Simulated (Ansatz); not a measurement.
Si-Si bond lengths (Å) of neutral closed-shell molecules, written as SMILES: in each the longest such bond at B3LYP-D3(BJ)/def2-TZVP (Ansatz, a program for electronic structure), beside the same bond after optimisation at MP2/6-31G* (Ansatz) from that structure, whose symmetry is kept, so that a structure may be a saddle point there. 6-31G* holds six Cartesian d functions. B3LYP-D3(BJ)/def2-TZVP serves to compare with and is no measurement.

The rows were drawn at random among computed neutral closed-shell members with both values; the withheld row is one of them. Species whose geometry shows other bonds than their SMILES are left out. Runs that failed or changed their bonding are left out, and none for the size of its difference.

| species | MP2/6-31G* (Ansatz) (x) | B3LYP-D3(BJ)/def2-TZVP (y) |
|---|---|---|
| F[SiH2][SiH3] [fluoro(silyl)silane] | 2.337 | 2.347 |
| C[SiH](C)[SiH3] [dimethyl(silyl)silane] | 2.344 | 2.347 |
| [Si]([SiH3])([SiH3])(O)[SiH3] | 2.351 | 2.354 |
| C=C[SiH2][SiH2]Cl [chloro(ethenylsilyl)silane] | 2.340 | 2.345 |
| [SiH2]([SiH2]F)F [fluoro(fluorosilyl)silane] | 2.339 | 2.357 |

Question: Fit a constant shift, y = x + a, and use it for [SiH3][SiH3] (Si2H6), where MP2/6-31G* (Ansatz) gives 2.339 Å.

Answer: The mean of y - x is a = 0.0078 Å, and the rows scatter about it by 0.0057 Å (root mean square). Prediction for [SiH3][SiH3] (Si2H6): 2.347 Å. The length at B3LYP-D3(BJ)/def2-TZVP is 2.344 Å, so the fit misses by +0.003 Å, against -0.005 Å without it. The fit is meant for species like these alone.
